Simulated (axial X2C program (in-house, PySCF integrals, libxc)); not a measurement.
**Nuclear properties of FBF⁺**

Computed with an in-house all-electron X2C program for linear molecules (integrals from PySCF): two-component X2C with atomic mean-field Coulomb and Gaunt terms, Gaussian nuclei, basis F dyall-av3z, B dyall-v3z with contracted cores.

F–B–F held linear, with bonds 1.227 and 1.227 Å (near the PBE0 minimum at charge 1 of the determinant lowest at the starting distance; the state shown can have its own minimum elsewhere, held linear; other orders of the atoms were not compared).

Input and command:
```json
{"zs": [9, 5, 9], "q": 1, "bas": ["dyall-av3z", "dyall-v3z", "dyall-av3z"], "r0": [1.49, 1.49], "symm": 1, "scan": ["PBE0", "HF", "BHandHLYP"], "levels": ["PBE0", "HF", "PBE"], "nst": 2}
```
```bash
python solin.py task.json out
```

Keys: zs atomic numbers; q charge; bas basis sets; r0 starting distance in Å; symm equal bonds; scan levels of the two-bond scan; levels methods; nst determinants followed.

Determinant lowest in the PBE0 search, Ω = 0 (closed shell), highest spinor 88% F p, 12% B d:

```tsv
level	qzz F (a.u.)	qzz B (a.u.)
PBE0	1.24	-0.41
HF	1.37	-0.49
PBE	1.17	-0.36
```

qzz is the electric field gradient, eQq0 = 234.96 MHz × Q/barn × qzz. The operators were transformed with the bare-nucleus X2C matrices; with these basis sets, hyperfine constants and field gradients can be off by tens of per cent, and where levels differ in sign neither size nor sign is settled.

Problem. With Q(11B) = 0.04059 barn (Q from Pyykkö, Mol. Phys. 2018), turn the PBE0 values of the first state into constants in MHz.

Solution. eQq0(11B) = 234.96 × (0.04059) × (-0.41) = -3.91 MHz.

The molecule was held linear; bending was not examined, so a bent shape may lie lower.

Each state is one determinant with collinear spin. The search compared states at one distance, so a state with another bond length can lie lower.
